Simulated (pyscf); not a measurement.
This saddle point was located with ωB97X-D3(BJ)/def2-SVP in PySCF.

```xyz
13

Si    -1.7020     1.5996     0.7077
P      0.2385     0.2643    -0.5043
Si    -0.0561    -1.8910    -0.8702
H     -1.6409     2.5504    -0.4334
H     -2.5912     0.4171     0.6004
H     -2.3815     2.4387     1.7759
H      0.6942     0.8290    -1.7159
H     -1.0205    -2.1537    -1.9804
H      1.2087    -2.6205    -1.1850
H     -0.6218    -2.4451     0.3958
O     -0.2474     1.4339     1.8082
H      0.5101     0.9699     1.0919
H     -0.0679     2.0695     2.5182
```

Surface: singlet, charge 0. Lowest wavenumbers (cm⁻¹): 862i, 54, 66, 88, 197.

Problem. Which two sides does it connect, and which bonds change?

Solution. H₃Si–PH–SiH₃ + H₂O ⇌ HO–SiH₃ + H₃Si–PH₂, a four-centre exchange read from left to right: P–Si, H–O broken and O–Si, H–P formed. At ωB97M-D3(BJ)/def2-TZVP it lies +1.50 eV from the left side and +2.14 eV from the right (each side as separated species at their lowest minima found). One saddle was located; it need not be the lowest between these sides.
